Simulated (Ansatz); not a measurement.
difluoromethane (CH$_{2}$F$_{2}$), singlet, at a GFN2-xTB geometry; HF/3-21G (Ansatz, a program for electronic structure).

Ansatz was given this input:
Ansatz 0.2 input:
```yaml
crystal:
  periodic: [false, false, false]
  atoms:
    - {symbol: C, position_ang: [0.01968854, 0.00631445, 0.49889193]}
    - {symbol: F, position_ang: [-0.03994213, 1.08453031, -0.30145729]}
    - {symbol: F, position_ang: [0.01714658, -1.09184124, -0.27616403]}
    - {symbol: H, position_ang: [-0.87297769, -0.00966100, 1.13908803]}
    - {symbol: H, position_ang: [0.96000648, 0.03757263, 1.06615233]}
basis:
  gaussian:
    orbitals: 3-21G.json
hamiltonian:
  xc: hf
```
The basis file holds 3-21G in the JSON format of the Basis Set Exchange.

Question: Predict the main parts of the log of this Ansatz run.

Answer: 
```
Functional definition: HF
337 factors; integrals over basis functions are off by at most 8.7e-4 eV
mean field evaluation 1: about -6436.8318 eV, gradient 2.7e1 eV
mean field evaluation 2: about -6436.8266 eV, gradient 2.7e1 eV
mean field evaluation 4: about -6438.3815 eV, gradient 1.8e0 eV
mean field evaluation 8: about -6438.3937 eV, gradient 1.4e-1 eV
mean field -6438.39379273 eV, -236.6066077829 hartree, gradient 2.6e-5 eV, S^2 0.000000; 0 other end points of the search recorded, 0 dependent functions left out
reference -6438.39379273 eV, -236.6066077829 hartree; 13, 13 occupied and 18, 18 virtual orbitals, 337 factors
Total energy: -6438.39379273 eV, -236.6066077829 hartree
```
